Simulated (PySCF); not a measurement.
Reproducing measurements on nitric acid

**What was measured.**

NIST CCCBDB Release 22 (SRD 101), experimental dipoles lists, for the gas: dipole moment (microwave Stark effect) 2.17 D.

How close the calculation comes is told at the end.

Species: nitric acid, HNO3.
Numbering: `[O:1]=[N+:2]([O-:3])[OH:4]` (hydrogens: H5 on O4)

Structure used (PBE0-D3(BJ)/def2-SVP), in Å, numbered top down from 1:
```
atom  x, y, z in Å
O1     0.0051    0.7550   -1.0335
N2    -0.0979   -0.2366   -0.3650
O3    -0.3809   -1.3443   -0.6817
O4     0.1478   -0.0770    0.9807
H5     0.3578    0.8684    1.0647
```

Runs made with PySCF (gas phase, on this PBE0-D3(BJ)/def2-SVP geometry; no spin–orbit coupling):

| level | job | basis functions | wall time |
| --- | --- | --- | --- |
| PBE0-D3(BJ)/def2-SVP, grid level 1 | geometry optimisation from a GFN2-xTB start shaken at random | 61 | 6.7 s |
| CAM-B3LYP/def2-SVPD | 6 singlets by full TDDFT, polarisability, dynamic polarisability | 97 | 3.9 s |
| BHandHLYP/aug-pcX-1 (pcseg-1 on H) | K-edge TDA, 24 lines | 137 | 2.8 s |

Hardware: an Arm Neoverse V2 with one thread, on a shared host.

## Comparison

**Dipole moment.** Measured: 2.17 D (NIST CCCBDB Release 22 (SRD 101), experimental dipoles).

```csv
level,computed (D),computed − measured (D),% (from the printed values)
PBE0-D3(BJ)/def2-SVP,2.47,+0.30,+14
CAM-B3LYP/def2-SVPD,2.47,+0.30,+14
BHandHLYP/aug-pcX-1 (pcseg-1 on H),2.49,+0.32,+15
```

All 3 levels lie above the measurement. The computed dipoles belong to one fixed geometry; measured ones are averaged over vibrations unless marked μe. Magnitudes are compared, not signs.

The geometry is computed, not the measured one. Where a level misses, the cause wasn't examined.
